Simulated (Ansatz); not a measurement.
System: Na3MoO4F (Pnma, No. 62; cell taken from a computed entry). Method: PBEsol (Ansatz, a quantum-chemistry and plane-wave program, PAW).

From the output:

```
Crystal: 36 atoms, lattice volume = 539.482 Å³
Basis set: ecut = 520 eV, 14517 PW (Γ), exchange–correlation on 90×120×192 points (8 copies of the dense FFT grid, shifted against one another)
Bands: 180, of which v1, the nominal top of the filled ones, is band 144 counted from 1 (143 counted from 0)
Symmetry: 8 space group operations
Space group: Pnma (ITA 62), of the structure as read, at distance tolerance 8.1e-5 Å
k-points: 48 of 144
Functional: x = pbesol(κ = 0.804, μ = 0.12345679012345678), c = pbesol(β = 0.046)
SCF iter   1: F=—  HF=-49503.400124 eV  |F-HF|=—  |Δ(HF+E_count)|=         —  Δρ=1.22e-2  dr2=7.29e-1
SCF iter   2: F=—  HF=-49503.298224 eV  |F-HF|=—  |Δ(HF+E_count)|=   1.02e-1  Δρ=6.44e-3  dr2=2.76e-1
  ...
SCF iter  11: F=—  HF=-49503.248755 eV  |F-HF|=—  |Δ(HF+E_count)|=   5.57e-9  Δρ=2.11e-6  dr2=2.36e-8
SCF iter  12: F=-49503.248755 eV  HF=-49503.248755 eV  |F-HF|=2.26e-10  |Δ(HF+E_count)|=  7.28e-11  Δρ=4.82e-7  dr2=1.39e-9
SCF 1 converged in 12 iterations: F = -49503.248755 eV  dr2 = 1.39e-9
SCF converged after 12 iterations
Free energy (F): -49503.248755 eV
  ...
  atom  12  Na     0.00067758    -0.00043940    -0.00005132
  atom  13  Mo     0.00011279     0.00000000    -0.00037855
  atom  14  Mo    -0.00011279    -0.00000000     0.00037855
  atom  15  Mo    -0.00011279    -0.00000000    -0.00037855
  atom  16  Mo     0.00011279     0.00000000     0.00037855
  atom  17  O      0.00075589    -0.00000000    -0.00064529
  atom  18  O     -0.00075589     0.00000000     0.00064529
  atom  19  O     -0.00075589     0.00000000    -0.00064529
  atom  20  O      0.00075589    -0.00000000     0.00064529
  atom  21  O      0.00011878    -0.00072609     0.00017649
  atom  22  O     -0.00011878     0.00072609    -0.00017649
  atom  23  O     -0.00011878     0.00072609     0.00017649
  atom  24  O      0.00011878    -0.00072609    -0.00017649
  atom  25  O      0.00011878     0.00072609    -0.00017649
  atom  26  O     -0.00011878    -0.00072609     0.00017649
  atom  27  O     -0.00011878    -0.00072609    -0.00017649
  atom  28  O      0.00011878     0.00072609     0.00017649
  atom  29  O      0.00043396     0.00000000    -0.00055232
  atom  30  O     -0.00043396    -0.00000000     0.00055232
  atom  31  O     -0.00043396    -0.00000000    -0.00055232
  atom  32  O      0.00043396     0.00000000     0.00055232
  atom  33  F     -0.00037871    -0.00000000     0.00126250
  atom  34  F      0.00037871     0.00000000    -0.00126250
  atom  35  F      0.00037871     0.00000000     0.00126250
  atom  36  F     -0.00037871    -0.00000000    -0.00126250
--- Stress (GPa, compression-positive) ---
       -0.001577       0.000000      -0.000000
        0.000000       0.000933       0.000000
       -0.000000       0.000000       0.003972
  P = ⅓ Tr σ = 0.0011 GPa (0.011 kbar)
```

**Question.** Write an input file that could have produced this run (the log leaves some choices open).

**Answer.** One answer among several that fit: 
Ansatz 0.2 input:
```yaml
crystal:
  lattice:
    - [5.6065969792, 0.0, 0.0]
    - [0.0, 7.4982032141, 0.0]
    - [0.0, 0.0, 12.8327730537]
  atoms:
    - { symbol: Na, position: [0.2271699285, 0.25, 0.6062756227] }
    - { symbol: Na, position: [0.7728300715, 0.75, 0.3937243773] }
    - { symbol: Na, position: [0.2728300715, 0.75, 0.1062756227] }
    - { symbol: Na, position: [0.7271699285, 0.25, 0.8937243773] }
    - { symbol: Na, position: [0.2241955405, 0.5398987902, 0.3202794905] }
    - { symbol: Na, position: [0.7758044595, 0.4601012098, 0.6797205095] }
    - { symbol: Na, position: [0.2758044595, 0.4601012098, 0.8202794905] }
    - { symbol: Na, position: [0.7241955405, 0.5398987902, 0.1797205095] }
    - { symbol: Na, position: [0.7241955405, 0.9601012098, 0.1797205095] }
    - { symbol: Na, position: [0.2758044595, 0.0398987902, 0.8202794905] }
    - { symbol: Na, position: [0.7758044595, 0.0398987902, 0.6797205095] }
    - { symbol: Na, position: [0.2241955405, 0.9601012098, 0.3202794905] }
    - { symbol: Mo, position: [0.7115570923, 0.25, 0.4157643543] }
    - { symbol: Mo, position: [0.2884429077, 0.75, 0.5842356457] }
    - { symbol: Mo, position: [0.7884429077, 0.75, 0.9157643543] }
    - { symbol: Mo, position: [0.2115570923, 0.25, 0.0842356457] }
    - { symbol: O, position: [0.8262865869, 0.25, 0.5439919247] }
    - { symbol: O, position: [0.1737134131, 0.75, 0.4560080753] }
    - { symbol: O, position: [0.6737134131, 0.75, 0.0439919247] }
    - { symbol: O, position: [0.3262865869, 0.25, 0.9560080753] }
    - { symbol: O, position: [0.8128407148, 0.4422413008, 0.3493576141] }
    - { symbol: O, position: [0.1871592852, 0.5577586992, 0.6506423859] }
    - { symbol: O, position: [0.6871592852, 0.5577586992, 0.8493576141] }
    - { symbol: O, position: [0.3128407148, 0.4422413008, 0.1506423859] }
    - { symbol: O, position: [0.3128407148, 0.0577586992, 0.1506423859] }
    - { symbol: O, position: [0.6871592852, 0.9422413008, 0.8493576141] }
    - { symbol: O, position: [0.1871592852, 0.9422413008, 0.6506423859] }
    - { symbol: O, position: [0.8128407148, 0.0577586992, 0.3493576141] }
    - { symbol: O, position: [0.3948542207, 0.25, 0.4206721932] }
    - { symbol: O, position: [0.6051457793, 0.75, 0.5793278068] }
    - { symbol: O, position: [0.1051457793, 0.75, 0.9206721932] }
    - { symbol: O, position: [0.8948542207, 0.25, 0.0793278068] }
    - { symbol: F, position: [0.5048661045, 0.25, 0.7308356236] }
    - { symbol: F, position: [0.4951338955, 0.75, 0.2691643764] }
    - { symbol: F, position: [0.9951338955, 0.75, 0.2308356236] }
    - { symbol: F, position: [0.0048661045, 0.25, 0.7691643764] }
basis:
  ecutwfc: 520
  ecutrho_ratio: 4
  xc_grid: 2
kpoints:
  mp_grid: { grid: [6, 6, 4] }
  band_path:
    path:
      - [0.0, 0.0, 0.0]
      - [0.1, 0.0, 0.0]
      - [0.2, 0.0, 0.0]
      - [0.3, 0.0, 0.0]
      - [0.4, 0.0, 0.0]
      - [0.5, 0.0, 0.0]
      - [0.5, 0.166667, 0.0]
      - [0.5, 0.333333, 0.0]
      - [0.5, 0.5, 0.0]
      - [0.4, 0.5, 0.0]
      - [0.3, 0.5, 0.0]
      - [0.2, 0.5, 0.0]
      - [0.1, 0.5, 0.0]
      - [0.0, 0.5, 0.0]
      - [0.0, 0.333333, 0.0]
      - [0.0, 0.166667, 0.0]
      - [0.0, 0.0, 0.5]
      - [0.1, 0.0, 0.5]
      - [0.2, 0.0, 0.5]
      - [0.3, 0.0, 0.5]
      - [0.4, 0.0, 0.5]
      - [0.5, 0.0, 0.5]
      - [0.5, 0.166667, 0.5]
      - [0.5, 0.333333, 0.5]
      - [0.5, 0.5, 0.5]
      - [0.4, 0.5, 0.5]
      - [0.3, 0.5, 0.5]
      - [0.2, 0.5, 0.5]
      - [0.1, 0.5, 0.5]
      - [0.0, 0.5, 0.5]
      - [0.0, 0.333333, 0.5]
      - [0.0, 0.166667, 0.5]
    npoints: 1
hamiltonian:
  xc: pbesol
  dispersion: none
  pseudopotentials: { kind: paw }
scf:
  occupations: { method: fermi_dirac, width: 0.01 }
  convergence: { dr2_threshold: 0.0000000036 }
output:
  forces: true
  stress: true
  eigenvalues: true
  write_bands: true
```

The PAW data were made under PBE.

It cost around 10 core-minutes (rough) of CPU time.
